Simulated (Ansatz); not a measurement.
**CH₅BS: how energies converge with the basis set**

How large a basis does CH₅BS need? Two functionals are run in growing sets.

Method: one geometry, several basis sets; program: Ansatz 0.2.0, Gaussian basis.

Plan: PBE0-D4/def2-SVP; ωB97M-V/def2-SVP; PBE0-D4/def2-QZVPP; ωB97M-V/def2-QZVPP; the functionals' def2-TZVPP values are taken from earlier runs.

## Step 1: The relaxed structure

An earlier PBE0-D4 in a triple-zeta def2 set relaxation fixed the geometry.

SMILES `BCS`, 8 atoms, charge 0, spin multiplicity 1.

Atoms are counted from 1 here; the program's logs count them from 0.

Bond lengths: B1–C2 1.548 Å, B1–H4 1.197 Å, B1–H5 1.198 Å, C2–S3 1.811 Å, C2–H6 1.095 Å, C2–H7 1.103 Å, S3–H8 1.341 Å. Angles: C2–B1–H4 122.4°, C2–B1–H5 118.3°, H4–B1–H5 119.3°, B1–C2–S3 119.2°, B1–C2–H6 109.9°, B1–C2–H7 104.4°, S3–C2–H6 108.4°, S3–C2–H7 109.6°, H6–C2–H7 104.2°, C2–S3–H8 97.1°.

## Step 2: PBE0-D4 in def2-SVP

in.yaml reads:

```yaml
crystal:
  periodic: [false, false, false]
  atoms:
    - {symbol: B, position_ang: [-0.646010, 0.537927, -0.606963]}
    - {symbol: C, position_ang: [0.544336, 0.194541, 0.321488]}
    - {symbol: S, position_ang: [0.642945, -1.456278, 1.059524]}
    - {symbol: H, position_ang: [-1.405084, -0.294976, -1.011307]}
    - {symbol: H, position_ang: [-0.778056, 1.673222, -0.964288]}
    - {symbol: H, position_ang: [0.617804, 0.936682, 1.123839]}
    - {symbol: H, position_ang: [1.437758, 0.376776, -0.298708]}
    - {symbol: H, position_ang: [-0.321494, -2.024992, 0.320717]}
basis:
  gaussian: {orbitals: def2-SVP}
hamiltonian: {xc: pbe0, dispersion: d4}
output: {orbitals: {seedname: orbitals}}
```

The run is started by

```console
ansatz run in.yaml --threads 2 --pin off --events-out ev --progress --plain --max-ram 4352MiB
```

After this run come: ωB97M-V in def2-SVP; PBE0-D4 in def2-QZVPP; ωB97M-V in def2-QZVPP.

Q: Predict the results of all the runs planned. Wanted: PBE0-D4: double and triple zeta above quadruple; ωB97M-V: double and triple zeta above quadruple.

The runs gave:

```
                                       quantity          value
PBE0-D4: double and triple zeta above quadruple  6.25, 0.45 eV
ωB97M-V: double and triple zeta above quadruple  6.37, 0.43 eV
```

In words: For PBE0-D4 the step from double to triple zeta gains 5.80 eV and the next only 0.45 eV. These are total energies; as a rule much of such shifts cancels in differences, which this series doesn't test.
